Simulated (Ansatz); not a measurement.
Input (CCSDT(Q)/cc-pVDZ; Ansatz, an electronic-structure program):

Ansatz 0.2 input:
```yaml
crystal:
  periodic: [false, false, false]
  atoms:
    - {symbol: C, position_ang: [1.31060113, 0.01504024, 0.00000187]}
    - {symbol: C, position_ang: [0.00000000, -0.00000000, -0.00000000]}
    - {symbol: C, position_ang: [-1.31060113, -0.01504024, -0.00000187]}
    - {symbol: H, position_ang: [1.87750632, -0.40569906, -0.83203234]}
    - {symbol: H, position_ang: [1.86769925, 0.44867841, 0.83203769]}
    - {symbol: H, position_ang: [-1.87662651, 0.32924458, -0.86704697]}
    - {symbol: H, position_ang: [-1.86857905, -0.37222393, 0.86704163]}
basis:
  gaussian:
    orbitals: cc-pVDZ
total_charge: 1
magnetization: {spin_polarized: true, initial_magnetization: 1}
correlation: {method: ccsdt_q, electrons: outside_noble_gas}
```

Output:

```
Functional definition: HF
integrals: 0.07 GiB planned
1164 factors; integrals over basis functions are off by at most 1.8e-7 eV
mean field: 0.17 GiB planned
mean field evaluation 1: about -3142.2842 eV, gradient 1.8e1 eV
mean field evaluation 2: about -3142.2854 eV, gradient 1.8e1 eV
mean field evaluation 4: about -3144.6716 eV, gradient 2.4e0 eV
mean field evaluation 8: about -3144.7893 eV, gradient 1.9e-1 eV
mean field evaluation 16: about -3142.2833 eV, gradient 1.8e1 eV
mean field evaluation 32: about -3142.9688 eV, gradient 1.3e-1 eV
mean field -3144.79211467 eV, -115.5689785976 hartree, gradient 7.1e-7 eV, S^2 0.847844; 1 other end points of the search recorded, 0 dependent functions left out
determinant -3144.79211467 eV, -115.5689785976 hartree, with singles and doubles -3155.25577596 eV, -115.9535110573 hartree
determinant -3142.96954126 eV, -115.5020002601 hartree, with singles and doubles -3153.09890668 eV, -115.8742475733 hartree
3 core orbitals not correlated
reference -3144.79211467 eV, -115.5689785976 hartree; 8, 7 occupied and 51, 52 virtual orbitals, 1164 factors
second order -9.22529287 eV of doubles, -0.00000000 eV of singles
coupled cluster: 2.38 GiB planned
cycle   1  -9.94149193 eV  change   -7.2e-1 eV  update   1.0e-1
cycle   2  -10.54268386 eV  change   -6.0e-1 eV  update   5.0e-2
cycle   3  -10.92438603 eV  change   -3.8e-1 eV  update   3.5e-2
cycle   4  -10.88948964 eV  change    3.5e-2 eV  update   1.6e-2
cycle   5  -10.88637956 eV  change    3.1e-3 eV  update   8.5e-3
cycle   6  -10.90468801 eV  change   -1.8e-2 eV  update   3.9e-3
cycle   7  -10.90077666 eV  change    3.9e-3 eV  update   2.0e-3
cycle   8  -10.90037370 eV  change    4.0e-4 eV  update   1.1e-3
cycle   9  -10.90173994 eV  change   -1.4e-3 eV  update   4.6e-4
cycle  10  -10.90109559 eV  change    6.4e-4 eV  update   2.6e-4
cycle  11  -10.90155200 eV  change   -4.6e-4 eV  update   1.4e-4
cycle  12  -10.90157694 eV  change   -2.5e-5 eV  update   6.6e-5
cycle  13  -10.90161071 eV  change   -3.4e-5 eV  update   3.5e-5
cycle  14  -10.90162931 eV  change   -1.9e-5 eV  update   1.5e-5
cycle  15  -10.90163450 eV  change   -5.2e-6 eV  update   7.5e-6
cycle  16  -10.90163167 eV  change    2.8e-6 eV  update   4.0e-6
cycle  17  -10.90163250 eV  change   -8.3e-7 eV  update   1.9e-6
cycle  18  -10.90163230 eV  change    2.1e-7 eV  update   9.7e-7
coupled cluster: 2.38 GiB planned
perturbative correction -0.02871566 eV, -0.0010552811 hartree
Total energy: -3155.72246263 eV, -115.9706614762 hartree
```

The determinant is spin-contaminated: <S^2> is 0.85, 0.10 over the pure value.
